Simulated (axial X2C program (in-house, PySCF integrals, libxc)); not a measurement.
## Outer orbitals of BS⁺ at 1.711 Å, HF

Computed with an axial X2C code built on PySCF integrals. Spin-free means the one-electron spin-free X2C Hamiltonian; two-component (2c) means X2C with spin–orbit coupling and atomic mean-field two-electron Coulomb and Gaunt terms, so the difference of the two also holds small scalar two-electron terms. Basis: S dyall-av3z [9s8p3d2f], B dyall-v3z [7s6p2d1f] (cores contracted in-house); Gaussian nuclei, density fitting, unrestricted open shells. Masses: S 31.972 u, B 11.009 u.

The distance is close to the 2c PBE0 minimum; the highest filled and lowest empty levels are listed.

Spin-free orbitals, state M_S = 1, Λ = 1 (beyond evenly filled blocks: σα, π+α, π+β, π-α) (Löwdin shares):

```
symmetry  occupied  ε (eV)           atomic character
      σβ       yes  -33.07  59% S s, 18% B p, 14% B s
      σα       yes  -24.58  46% S p, 33% B s, 12% S s
      σβ       yes  -22.59  60% S p, 16% S s, 15% B s
      σα       yes  -20.54  51% B p, 23% S p, 17% B s
     π+α       yes  -20.19   75% S p, 17% B p, 6% B d
     π-α       yes  -20.19   75% S p, 17% B p, 6% B d
     π+β       yes  -18.57   75% S p, 18% B p, 6% B d
     π-β        no   -8.65   65% S p, 28% B p, 4% B d
      σβ        no   -6.82  37% B p, 34% B s, 11% S s
     π+α        no   -6.03  60% B p, 19% S d, 13% S p
     π-α        no   -6.03  60% B p, 19% S d, 13% S p
```

Spinors with spin–orbit coupling (state Ω = 2):

```
   ω  occupied  ε (eV)           atomic character  λ mixture
-1/2       yes  -33.07  59% S s, 18% B p, 14% B s     100% σ
 1/2       yes  -24.58  46% S p, 33% B s, 12% S s     100% σ
-1/2       yes  -22.59  60% S p, 16% S s, 15% B s     100% σ
 1/2       yes  -20.54  51% B p, 23% S p, 17% B s     100% σ
-1/2       yes  -20.21   75% S p, 17% B p, 6% B d     100% π
 3/2       yes  -20.15   75% S p, 17% B p, 6% B d     100% π
 1/2       yes  -18.60   75% S p, 17% B p, 6% B d     100% π
-3/2        no   -8.63   65% S p, 29% B p, 4% B d     100% π
-1/2        no   -6.82  37% B p, 34% B s, 11% S s     100% σ
-1/2        no   -6.04  60% B p, 19% S d, 13% S p     100% π
 3/2        no   -6.03  59% B p, 19% S d, 13% S p     100% π
```

(1) How does the gap between the highest filled and lowest empty level change from the spin-free to the 2c table?

Mulliken charges and populations of the two-component result (they depend on the basis, above all on diffuse functions):

S 0.41 e (s 5.87 p 9.63 d 0.08 f 0.01), B 0.59 e (s 3.21 p 1.12 d 0.08 f 0.01). ⟨Lz⟩ = 1.00 ħ and ⟨Sz⟩ = 1.00 ħ (0.50 and 0.50 on the two atoms), which add up to Ω.

One determinant describes the state; a PBE0 search over occupations chose it and may have missed a lower one. Other states lie close and PBE0, whose exact exchange favours high spin, may order them wrongly; the determinant shown need not be the ground state. The nearest other spin-free determinant of the search, M_S = 0, Λ = 1, lies 0.09 eV up at the distance of the search. With several unpaired electrons one determinant need not be a pure state. A state of lower Ω lies just above, and one determinant can place such states too high, so the state shown need not be the lowest. The search has Ω = 1 only 0.09 eV up. Open-shell Ω = 0 determinants with evenly filled partner blocks cannot be reached by this program, so the Ω shown need not be the lowest component.

## Answers

(1) From 9.92 to 9.97 eV at HF, a change of 0.05 eV.
